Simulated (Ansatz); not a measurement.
Reaction: CH3F (fluoromethane, SMILES CF) → CH3 (SMILES [CH3], doublet) + F (doublet) (the C-F bond breaks)
Each species at its own B3LYP-D3(BJ)/def2-TZVP minimum (Ansatz, a first-principles code).

Property: bond dissociation energy (electronic), in kcal/mol. Open shells are spin-unrestricted; no spin-orbit coupling. CBS(X,Y): correlation extrapolated as X^-3, Hartree-Fock from the larger set (Q,5: extrapolated as (X+1)exp(-9√X)). A bracket is a step between two methods taken in the basis named. The functionals are non-relativistic, so their misses hold any scalar relativity. 'core' is core correlation in cc-pwCVTZ, 'X2C' scalar relativity in cc-pVTZ-DK, both at CCSD(T).

CCSD(T)/CBS(cc-pVQZ,cc-pV5Z) + [CCSDT(Q) - CCSD(T)]/cc-pVTZ + [CCSDTQ - CCSDT(Q)]/cc-pVDZ + core + X2C (Ansatz) gives 115.1 kcal/mol.

Problem. What does PBE/def2-TZVPD (Ansatz) give here, and how do the other levels compare?

Solution. PBE gives 119.3 kcal/mol, 4.2 kcal/mol above it. Differences of the others: r2SCAN/def2-TZVPD (Ansatz) -4.6; B3LYP/def2-TZVPD (Ansatz) -2.9; PBE0/def2-TZVPD (Ansatz) -2.7; wB97M-V/def2-TZVPD (Ansatz) 0.1; CCSD(T)/CBS(cc-pVQZ,cc-pV5Z) + core + X2C (Ansatz) 0.1 kcal/mol. Nearer than PBE: B3LYP/def2-TZVPD, PBE0/def2-TZVPD, wB97M-V/def2-TZVPD, CCSD(T)/CBS(cc-pVQZ,cc-pV5Z) + core + X2C.
